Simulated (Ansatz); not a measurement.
**CS, singlet: energies of several shapes or isomers**

Calculated in Ansatz's Gaussian-basis code. Basis cc-pVDZ, nonrelativistic, 6 orbitals frozen in the corrections; active space CAS(10,8). Restricted Hartree–Fock, then the lowest state-specific CASSCF solution met for each case. Single-reference values can break down or jump between states where bonds are stretched. Solutions in different active orbitals can move differences by tenths of an eV and at times more than 1 eV.

Case A: bond length 1.6580 Å.

Case B: bond length 1.5352 Å.

Case C: bond length 1.4124 Å.

Energy less that of case A, in eV:

```tsv
case	RHF/ROHF	CASSCF
B	-0.454	-0.161
C	+0.063	+0.609
```

**Question.** Give the SC-NEVPT2 energies against case A.

**Answer.** B: -0.142 eV (-3.3 kcal/mol); C: +0.658 eV (15.2 kcal/mol).

**Question.** Which case is lowest, and do the methods agree?

**Answer.** B is lowest in SC-NEVPT2. Of the methods shown, RHF/ROHF, CASSCF agree.
